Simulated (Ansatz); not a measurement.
## Phonon frequency of some carbides, all zinc-blende

Method: revPBE (Ansatz, a quantum-chemistry and plane-wave program, plane waves, PAW). References are measured values at room or unstated temperature, uncorrected unless marked, so that the deviations hold thermal and zero-point effects besides the level's error.

Values in cm⁻¹.

```
solid          reference  revPBE  deviation (%)
-------------  ---------  ------  -------------
3C-SiC (L TA)        266     258           -3.0
3C-SiC (X TA)        373     358           -4.0
3C-SiC (X LA)        640     618           -3.4
3C-SiC (X LO)        829     797           -3.9
3C-SiC (L TO)        766     741           -3.3
3C-SiC (L LA)        610     596           -2.3
3C-SiC (L LO)        838     806           -3.8
3C-SiC (X TO)        761     734           -3.5
```

Over these 8 values the mean deviation is -3.4 %, the mean absolute deviation 3.4 % (median 3.5 %), and the worst case 3C-SiC (X TA) at -4.0 %; the value is below the reference in 8 of 8 cases.

Differences are worked out from the printed values.

Each level is taken at its own relaxed cell. Ansatz's density-functional and Hartree–Fock values are scalar-relativistic unless marked +SOC, with PAW data made under PBE.

Not in this set, of the carbides with a reference value in our tables and a result at some level: 7 for no value at revPBE (not run, a failed fit, an unstable or unbound cell, or a value held back for tests). These can be a level's best or worst cases. Solids without a released value at any level aren't counted. Layered and molecular crystals are counted apart.

References as tabulated in Wang et al. (1996), arXiv:mtrl-th/9510002.
